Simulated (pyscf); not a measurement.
Elementary routes open to H₃C–Zn–Cl (SMILES [CH3][Zn][Cl]) + CH₃• (SMILES [CH3]) in the gas phase (doublet surface):
A. H₃C–CH₃ (SMILES CC) + [Cl–Zn]• (SMILES [Cl][Zn]) (C–Zn broken; C–C formed)
B. •H₂C–Zn–Cl (SMILES [CH2][Zn][Cl]) + CH₄ (SMILES C) (C–H broken; C–H formed)

Single points on ωB97X-D3(BJ)/def2-SVP structures (PySCF, gas phase).

**Question.** Rank the routes by free-energy barrier at 600 K, lowest first, for ωB97M-D3(BJ)/def2-TZVP energies (ideal gas, 1 atm, RRHO with modes under 100 cm⁻¹ raised to 100, one conformer, R ln 2 for chiral ones without a mode under 150 cm⁻¹).

**Answer.** B (1.32 eV), A (2.08 eV)

Route B is the fastest of these, ahead of the next by 0.76 eV. The most stable products are those of A (ΔG = -0.64 eV), whose barrier is 0.76 eV higher: the kinetic and the thermodynamic product differ. At 1200 K B is still the fastest. B: On the reactant side the descent ends in a complex, 0.25 eV under the separated species and 0.81 eV under the saddle at ωB97X-D3(BJ)/def2-TZVP. Only these routes are compared; each barrier is that of the saddle found, and lower ones may exist. The term symbol of open-shell Cl–Zn was not checked; spin-orbit terms and orbital degeneracy are left out. Elements up to Kr have no core potential and no relativistic terms here.
